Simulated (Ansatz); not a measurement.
# AlH₃ (triplet): from Hartree-Fock to the top rungs, cc-pVTZ

The task here is to estimate one member of a computed series from the others.

Method: cc-pVTZ, core rule «outside noble gas», up to 5 orbitals frozen; program: Ansatz 0.2.0, Gaussian basis.

Plan: UHF; CCSD(T) on ROHF; CCSD(T) on UHF; BCCD(T) on ROHF; CCSDT(Q) on ROHF; CCSDT(Q) on UHF; CASSCF and MRCISD+Q, 6 electrons in 7 orbitals; CASSCF and MRCISD+Q(relaxed), 6 electrons in 7 orbitals; CASSCF and NEVPT2, 6 electrons in 7 orbitals.

6 further runs of the same task are left out: 2 for a known fault of the program, 1 that didn't finish, 3 set aside as unsound or not needed.

### The geometry

The geometry is a PBE0/def2-TZVP stationary point (not a proven minimum) of the parent state, kept for this charge and spin.

4 atoms, charge 0, spin multiplicity 3.

Atoms are counted from 1 here; the program's logs count them from 0.

Bond lengths: Al1–H2 1.586 Å, Al1–H3 1.586 Å, Al1–H4 1.586 Å. Angles: H2–Al1–H3 120.0°, H2–Al1–H4 120.0°, H3–Al1–H4 120.0°.

The first run:

The input, in.yaml:

```yaml
crystal:
  periodic: [false, false, false]
  atoms:
    - {symbol: Al, position_ang: [0.000000, 0.000000, 0.000000]}
    - {symbol: H, position_ang: [1.585776, 0.015051, -0.000083]}
    - {symbol: H, position_ang: [-0.805923, 1.365794, -0.002790]}
    - {symbol: H, position_ang: [-0.779853, -1.380845, 0.002873]}
basis:
  gaussian: {orbitals: cc-pVTZ}
magnetization: {spin_polarized: true, initial_magnetization: 2}
hamiltonian: {xc: hf}
output: {orbitals: {seedname: orbitals}}
```

Started as:

```bash
$ ansatz run in.yaml --threads 1 --pin off --events-out ev --progress --plain --max-ram 4096MiB --backend cpu
```

Steps of the session up to this table: UHF; CCSD(T) on ROHF; CCSD(T) on UHF; BCCD(T) on ROHF; CCSDT(Q) on ROHF; CCSDT(Q) on UHF; CASSCF and MRCISD+Q, 6 electrons in 7 orbitals; CASSCF and MRCISD+Q(relaxed), 6 electrons in 7 orbitals; CASSCF and NEVPT2, 6 electrons in 7 orbitals.

One table of the session follows, with a row left open; its other results are not shown here.

```
                   method  from UCCSDT(Q) (meV)
                     RMP2                +834.7
                     UMP2                +905.9
                    RCCSD                +151.4
                    UCCSD                +140.0
                 RCCSD(T)                 +35.4
                 UCCSD(T)                 +34.2
                  BCCD(T)                 +36.0
                   RCCSDT                  +5.8
                   UCCSDT                  +4.7
                RCCSDT(Q)                  +0.8
                UCCSDT(Q)                     0
           CASSCF valence                     ?
           NEVPT2 valence                +597.1
           MRCISD valence                +136.7
         MRCISD+Q valence                 +39.3
MRCISD+Q(relaxed) valence                  -7.9
```

Q: Estimate the row for CASSCF valence from the others.

As computed: from UCCSDT(Q) (meV): +2002.7. In the column «from UCCSDT(Q) (meV)» it is the highest.

Some runs used a GPU and others CPU threads alone; cost is compared among the CPU runs only.

Among the levels timed on like hardware, those that no quicker one beats, quickest first: NEVPT2 valence (3.1 s, +597.1 meV); UCCSD(T) (10 s, +34.2 meV).

To keep in mind: The report flags that the cluster equations may have other roots. Left out of the table: ROHF, UHF (another determinant or state than the rows shown). The program flags RCCSD(T), BCCD(T), RCCSDT(Q) as in doubt, so those rows may rest on another solution; read them beside their warnings. Of the multireference levels listed MRCISD+Q(relaxed) valence comes nearest in total energy (-7.9 meV), which doesn't show that its space is the better one. Restricted and unrestricted rows rest on different reference determinants; where their highest levels disagree by more than a few hundredths of an eV, they describe different states and don't form one ladder. Warnings in the runs' records: other roots.
